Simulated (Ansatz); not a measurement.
# CCSDTQ/STO-3G run of SiH2O (SMILES O=[SiH2])

What is the vertical ionisation energy of SiH2O at CCSDTQ/STO-3G? 

The calculation is run with Ansatz 0.2.0.

61 further runs of the same task are left out: 9 that didn't finish, 52 set aside as unsound or not needed.

## Step 1: The molecule

SiH2O: 4 atoms, total charge 0, spin state singlet. As SMILES, `O=[SiH2]`. Geometry: relaxed at PBE0-D4/def2-TZVP.

Bond lengths: O1–Si2 1.516 Å, Si2–H3 1.485 Å, Si2–H4 1.486 Å. Angles: O1–Si2–H3 124.0°, O1–Si2–H4 124.0°, H3–Si2–H4 111.9°.

## Step 2: The energy at CCSDTQ/STO-3G

Contents of molecule.yaml:

```yaml
crystal:
  periodic: [false, false, false]
  atoms:
    - {symbol: O, position_ang: [-0.283200, 0.413500, 1.469500]}
    - {symbol: Si, position_ang: [-0.006700, 0.009800, 0.034900]}
    - {symbol: H, position_ang: [0.439900, -1.346000, -0.376200]}
    - {symbol: H, position_ang: [-0.150000, 0.922700, -1.128300]}
basis:
  gaussian:
    orbitals: STO-3G
correlation:
  method: ccsdtq
  frozen_orbitals: {H: 0, O: 1, Si: 5}
accuracy: high
scf:
  omitted_lower_state_checks: [cluster_reference, increment]
```

Launch:

```sh
$ ansatz run molecule.yaml --threads 1 --pin off --max-ram 2610MiB --events-out events.jsonl --progress --plain --runs-dir runs
```

The program printed (excerpt; [...] marks lines left out):

```text
Warning: RAYON_NUM_THREADS=1 ignored (pool sized by the plan → 1); use --threads N
Functional definition: HF
  name "HF"
[...]
267 factors; integrals over basis functions are off by at most 2.6e-8 eV
[...]
mean field -9809.88397807 eV, -360.5065868158 hartree, gradient 4.3e-8 eV, S^2 0.000000; 0 other end points of the search recorded, 0 dependent functions left out; unrestricted orbitals would lower it
6 core orbitals not correlated: weight in the atoms' cores, before any rotation towards them, 1.000 or more for the frozen orbitals, at most 0.000 for the correlated occupied ones
reference -9809.88397807 eV, -360.5065868158 hartree; 6, 6 occupied and 4, 4 virtual orbitals, 267 factors
second order -3.25968264 eV of doubles, -0.00000000 eV of singles
cycle   1  -3.39487970 eV  change   -1.4e-1 eV  update   1.3e-1
[...]
cycle  26  -4.00191620 eV  change   -1.1e-9 eV  update   1.0e-9
Total energy: -9813.88589427 eV, -360.6536545237 hartree
Checks for a lower state left out: cluster_reference, increment
```

Wall time 1.6 s (1 thread of Arm Neoverse V1, shared host).

## Step 3: The doublet cation, same level

Contents of molecule.yaml:

```yaml
basis:
  gaussian: {orbitals: STO-3G}
crystal:
  periodic: [false, false, false]
  atoms:
    - {symbol: O, position_ang: [-0.283200, 0.413500, 1.469500]}
    - {symbol: Si, position_ang: [-0.006700, 0.009800, 0.034900]}
    - {symbol: H, position_ang: [0.439900, -1.346000, -0.376200]}
    - {symbol: H, position_ang: [-0.150000, 0.922700, -1.128300]}
correlation: {method: ccsdtq, frozen_orbitals: {H: 0, O: 1, Si: 5}}
total_charge: 1
magnetization: {spin_polarized: true, initial_magnetization: 1}
accuracy: high
scf: {omitted_lower_state_checks: [cluster_reference, increment]}
```

Launch:

```sh
$ ansatz run molecule.yaml --threads 1 --pin off --max-ram 2610MiB --events-out events.jsonl --progress --plain --runs-dir runs
```

The program printed (excerpt; [...] marks lines left out):

```text
Warning: RAYON_NUM_THREADS=1 ignored (pool sized by the plan → 1); use --threads N
[... 2 set-up lines as earlier in the session ...]
[...]
267 factors; integrals over basis functions are off by at most 2.6e-8 eV
[...]
mean field -9805.22454950 eV, -360.3353559742 hartree, gradient 7.1e-8 eV, S^2 0.770766; 4 other end points of the search recorded, 0 dependent functions left out
6 core orbitals not correlated: weight in the atoms' cores, before any rotation towards them, 1.000 or more for the frozen orbitals, at most 0.000 for the correlated occupied ones
reference -9805.22454950 eV, -360.3353559742 hartree; 6, 5 occupied and 4, 5 virtual orbitals, 267 factors
second order -1.74042988 eV of doubles, -0.00000000 eV of singles
cycle   1  -2.04121212 eV  change   -3.0e-1 eV  update   9.7e-2
[...]
cycle  35  -2.61564013 eV  change   8.9e-10 eV  update  6.6e-10
Total energy: -9807.84018963 eV, -360.4314789761 hartree
Checks for a lower state left out: cluster_reference, increment
```

Wall time 17 s (1 thread of Arm Neoverse V1, shared host); peak memory 0.17 GiB.

## Step 4: Outcome

At CCSDTQ/STO-3G, 6 core orbitals frozen:

| quantity | value |
| --- | --- |
| singlet SiH2O: total energy | -360.65365 Eh |
| singlet SiH2O: correlation energy (6 core orbitals frozen) | -147.1 mEh |
| singlet SiH2O: T1 diagnostic | 0.018 |
| doublet cation: total energy | -360.43148 Eh |
| doublet cation: correlation energy (6 core orbitals frozen) | -96.1 mEh |
| doublet cation: ⟨S²⟩ of the reference determinant | 0.771 |
| doublet cation: T1 diagnostic | 0.035 |
| vertical ionisation energy (to the doublet cation) | 6.046 eV |

The vertical ionisation energy comes to 6.05 eV (583 kJ/mol). In a minimal basis such a difference can be off by several eV, whatever the method. The restricted solution (singlet SiH2O) is unstable to spin breaking: an unrestricted one lies lower.
